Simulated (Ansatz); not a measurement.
ClH₃Si (`[SiH3]Cl`), relaxed with RKS PBE-D4/def2-SVP in the Gaussian-basis code of Ansatz from a rough embedded geometry. The force threshold is 0.03 eV/Å; the program also tests the step.

The species carries charge 0 and has multiplicity 1.

Start:

```xyz
5

Si    0.085   -0.046   -0.001
Cl   -1.651    0.750   -0.537
H     1.136    0.135   -1.051
H    -0.136   -1.466    0.306
H     0.566    0.626    1.283
```

```json
{"step": "1", "energy (eV)": "-20434.0846", "largest force (eV/Å)": "1.980", "largest move (Å)": "0.000"}
{"step": "2", "energy (eV)": "-20434.1980", "largest force (eV/Å)": "0.176", "largest move (Å)": "0.089"}
{"step": "3", "energy (eV)": "-20434.2021", "largest force (eV/Å)": "0.055", "largest move (Å)": "0.021"}
{"step": "4", "energy (eV)": "-20434.2023", "largest force (eV/Å)": "0.004", "largest move (Å)": "0.005"}
```

End:

```xyz
5

Si    0.106   -0.050    0.036
Cl   -1.695    0.798   -0.570
H     1.122    0.128   -1.053
H    -0.105   -1.511    0.302
H     0.573    0.635    1.286
```

Hardware: 2 threads of a server CPU on a shared host. Wall time 2.7 s, peak host memory 0.11 GiB.
